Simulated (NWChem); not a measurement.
System: C cation, doublet

NWChem input:

```
start job
memory heap 200 mb stack 900 mb global 1100 mb
charge 1
geometry units angstroms noautosym nocenter noautoz
  C      0.000000     0.000000     0.000000
end
basis spherical
  C library 6-31g*
end
dft
  odft
  mult 2
  xc xpbe96 cpbe96
  iterations 150
end
property
  hyperfine
end
task dft property
```

The open p shell is one determinant without spherical averaging. No stability test was run on the SCF state.

Fermi-contact couplings, non-relativistic, static geometry.

Atoms are numbered as in the input.

**Question.** What results follow from this input? (PBE/6-31G* (spherical d), spin-unrestricted, contact and dipolar terms.) Quantities: basis functions; A(iso) 13C atom 1 (MHz); <S²>.

**Answer.** 
| Quantity | Result |
|---|---|
| number of basis functions | 14 |
| A(iso) 13C atom 1 (MHz) | 39.5 |
| <S²> | 0.751 |
